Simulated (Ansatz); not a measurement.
Consider the formal exchange of groups at the Si–C bond: `[SiH3]C=S` + `CNP` → `[SiH3]NP` + `CC=S`.

Isolated molecules relaxed with PBE0-D4/def2-TZVP in Ansatz; ΔE leaves out vibrations. CBS: MP2 limit from def2 TZ/QZ plus the TZ coupled-cluster correction, frozen cores. Functionals use def2-TZVPP. B3LYP here is the variant with VWN-RPA as its local correlation; programs differ in this. HSE06 is defined as in plane-wave codes. Each species was taken in one conformer, which may not be the lowest.

```json
{"level": "LDA (SPW92)", "ΔE (kcal/mol)": "-28.2", "difference from CCSD(T)/CBS": "0.4"}
{"level": "PBE-D4", "ΔE (kcal/mol)": "-27.2", "difference from CCSD(T)/CBS": "1.4"}
{"level": "revPBE-D4", "ΔE (kcal/mol)": "-26.9", "difference from CCSD(T)/CBS": "1.7"}
{"level": "r2SCAN-D4", "ΔE (kcal/mol)": "-29.5", "difference from CCSD(T)/CBS": "-0.9"}
{"level": "B97M-V", "ΔE (kcal/mol)": "-30.2", "difference from CCSD(T)/CBS": "-1.6"}
{"level": "PBE0-D4", "ΔE (kcal/mol)": "-28.2", "difference from CCSD(T)/CBS": "0.4"}
{"level": "B3LYP-D4", "ΔE (kcal/mol)": "-28.6", "difference from CCSD(T)/CBS": "0.0"}
{"level": "r2SCANh-D4", "ΔE (kcal/mol)": "-29.7", "difference from CCSD(T)/CBS": "-1.1"}
{"level": "r2SCAN0-D4", "ΔE (kcal/mol)": "-29.9", "difference from CCSD(T)/CBS": "-1.3"}
{"level": "HSE06-D4", "ΔE (kcal/mol)": "-28.2", "difference from CCSD(T)/CBS": "0.4"}
{"level": "BHLYP-D4", "ΔE (kcal/mol)": "-29.8", "difference from CCSD(T)/CBS": "-1.2"}
{"level": "CAM-B3LYP-D4", "ΔE (kcal/mol)": "-29.2", "difference from CCSD(T)/CBS": "-0.6"}
{"level": "ωB97X-V", "ΔE (kcal/mol)": "-28.5", "difference from CCSD(T)/CBS": "0.1"}
{"level": "ωB97M-V", "ΔE (kcal/mol)": "-28.9", "difference from CCSD(T)/CBS": "-0.3"}
{"level": "B2PLYP", "ΔE (kcal/mol)": "-28.9", "difference from CCSD(T)/CBS": "-0.3"}
{"level": "PBE-QIDH", "ΔE (kcal/mol)": "-29.3", "difference from CCSD(T)/CBS": "-0.7"}
{"level": "PBE", "ΔE (kcal/mol)": "-26.9", "difference from CCSD(T)/CBS": "1.7"}
{"level": "revPBE", "ΔE (kcal/mol)": "-26.4", "difference from CCSD(T)/CBS": "2.2"}
{"level": "BLYP", "ΔE (kcal/mol)": "-27.1", "difference from CCSD(T)/CBS": "1.5"}
{"level": "r2SCAN", "ΔE (kcal/mol)": "-29.4", "difference from CCSD(T)/CBS": "-0.8"}
{"level": "PBE0", "ΔE (kcal/mol)": "-28.0", "difference from CCSD(T)/CBS": "0.6"}
{"level": "B3LYP", "ΔE (kcal/mol)": "-28.2", "difference from CCSD(T)/CBS": "0.4"}
{"level": "r2SCANh", "ΔE (kcal/mol)": "-29.6", "difference from CCSD(T)/CBS": "-1.0"}
{"level": "r2SCAN0", "ΔE (kcal/mol)": "-29.8", "difference from CCSD(T)/CBS": "-1.2"}
{"level": "HSE06", "ΔE (kcal/mol)": "-28.0", "difference from CCSD(T)/CBS": "0.6"}
{"level": "BHLYP", "ΔE (kcal/mol)": "-29.5", "difference from CCSD(T)/CBS": "-0.9"}
{"level": "CAM-B3LYP", "ΔE (kcal/mol)": "-29.0", "difference from CCSD(T)/CBS": "-0.4"}
{"level": "LC-ωPBE", "ΔE (kcal/mol)": "-28.6", "difference from CCSD(T)/CBS": "0.0"}
{"level": "HF/def2-SVP", "ΔE (kcal/mol)": "-28.1", "difference from CCSD(T)/CBS": "0.5"}
{"level": "MP2/def2-SVP", "ΔE (kcal/mol)": "-28.1", "difference from CCSD(T)/CBS": "0.5"}
{"level": "CCSD/def2-SVP", "ΔE (kcal/mol)": "-26.8", "difference from CCSD(T)/CBS": "1.8"}
{"level": "CCSD(T)/def2-SVP", "ΔE (kcal/mol)": "-26.6", "difference from CCSD(T)/CBS": "2.0"}
{"level": "HF/def2-TZVPP", "ΔE (kcal/mol)": "-30.1", "difference from CCSD(T)/CBS": "-1.5"}
{"level": "MP2/def2-TZVPP", "ΔE (kcal/mol)": "-29.7", "difference from CCSD(T)/CBS": "-1.1"}
{"level": "SCS-MP2/def2-TZVPP", "ΔE (kcal/mol)": "-28.9", "difference from CCSD(T)/CBS": "-0.3"}
{"level": "HF/def2-QZVPP", "ΔE (kcal/mol)": "-30.4", "difference from CCSD(T)/CBS": "-1.8"}
{"level": "MP2/def2-QZVPP", "ΔE (kcal/mol)": "-30.0", "difference from CCSD(T)/CBS": "-1.4"}
{"level": "SCS-MP2/def2-QZVPP", "ΔE (kcal/mol)": "-29.2", "difference from CCSD(T)/CBS": "-0.6"}
{"level": "HF/CBS(def2)", "ΔE (kcal/mol)": "-30.4", "difference from CCSD(T)/CBS": "-1.8"}
{"level": "CCSD/CBS(def2)", "ΔE (kcal/mol)": "-28.9", "difference from CCSD(T)/CBS": "-0.3"}
{"level": "CCSD(T)/CBS", "ΔE (kcal/mol)": "-28.6", "difference from CCSD(T)/CBS": "0"}
```

**Question.** What do rigid-rotor, harmonic-oscillator terms from PBE0-D4/def2-TZVP frequencies (298.15 K, 1 bar) make of the CCSD(T)/CBS value? (Estimate.)

**Answer.** The calculation gave: ΔZPE = -0.1 kcal/mol, ΔH = -28.7 kcal/mol, ΔS = 0 J/(mol·K), ΔG = -28.7 kcal/mol.

Largest T1 diagnostic among the species: 0.016.

At CCSD(T), def2-SVP lies +2.0 kcal/mol from the extrapolated value and def2-TZVPP +0.3 kcal/mol. From PBE to PBE0 (25 % exact exchange), in def2-TZVPP and without D4, ΔE moves by −1.1 kcal/mol. Leaving LDA and LC-ωPBE aside and taking each functional with its dispersion term where it has one, the values spread over 3.3 kcal/mol, from B97M-V to revPBE-D4. LDA lies −1.3 kcal/mol from PBE without D4.
